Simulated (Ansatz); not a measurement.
hcp Be, treated with r²SCAN+rVV10 (PAW; Ansatz, an electronic-structure program).

Numerical settings: plane-wave cutoff 500 eV, 36×36×20 k mesh (along the axes of the cell as run), Fermi–Dirac smearing 0.1 eV, scalar-relativistic PAW data made under PBE.

Computed at the level's own relaxed cell.

### Question
What does this level give for the volume per atom, lattice parameter a and c axis length?

### Answer

- volume per atom = 7.90 Å³/atom
- lattice parameter a = 2.261 Å
- c axis length = 3.568 Å

Measured, for comparison: lattice constant a 2.286 Å (293 K, no zero-point or thermal correction, our sources range from 2.286 to 2.290; as tabulated in Wikipedia's data pages); lattice parameter c 3.584 Å (293 K, no zero-point or thermal correction; as tabulated in Wikipedia's data pages). Computed (rounded) less measured: lattice constant a -1.1 % (-1.1 % to -1.3 % over the range), lattice parameter c -0.4 %. A static lattice is as a rule a little smaller and stiffer than an uncorrected measurement, which narrows the difference in the lattice constant a, lattice parameter c and would widen misses of the other sign.

Static lattice: no zero-point or thermal effects.

Computing time: roughly 2.2 core-minutes.
